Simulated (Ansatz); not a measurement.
System: rock-salt TiC. Method: HSE06-D3(BJ) (plane waves, PAW; Ansatz, a first-principles code).

Run with plane-wave cutoff 460 eV, 12×12×12 k mesh, Fermi–Dirac smearing 0.05 eV, no spin polarisation, scalar-relativistic PAW data made under PBE.

Energies at three volumes about the minimum:

```
V (Å³/atom)  E − E_lowest (meV/atom)
-----------  -----------------------
9.360                           7.50
9.600                           0.00
9.940                           8.27
```

Fit a parabola by hand: where is the minimum, what lattice constant follows, and what is the bulk modulus?

Slopes: (0.00 − 7.50)/(9.600 − 9.360) = -31.250 and (8.27 − 0.00)/(9.940 − 9.600) = 24.324 meV/Å³. Curvature E″ = 2 × (24.324 − (-31.250))/(9.940 − 9.360) = 191.634 meV/Å⁶. From the middle of the first interval, the slope vanishes at V0 = 9.4800 − (-31.250)/191.634 = 9.643 Å³/atom. B = V0 E″ = 9.643 × 191.634 meV/Å³ × 0.1602 GPa per meV/Å³ = 296 GPa. With 8 atoms in the cube, a = (8 × 9.643)^(1/3) = 4.257 Å. The full Birch–Murnaghan fit to all volumes gives V0 = 9.636 Å³/atom and B0 = 295 GPa.

Measured, for comparison: bulk modulus 240 GPa (temperature not stated, no zero-point or thermal correction, our sources range from 235 to 268; as tabulated in Krasnenko and Brik (2013), arXiv:1306.3139); lattice constant a 4.33 Å (temperature not stated, no zero-point or thermal correction; as tabulated in Zhang et al. (2018), doi:10.1088/1367-2630/aac7f0). Computed (rounded) less measured: bulk modulus not scored (sources differ).
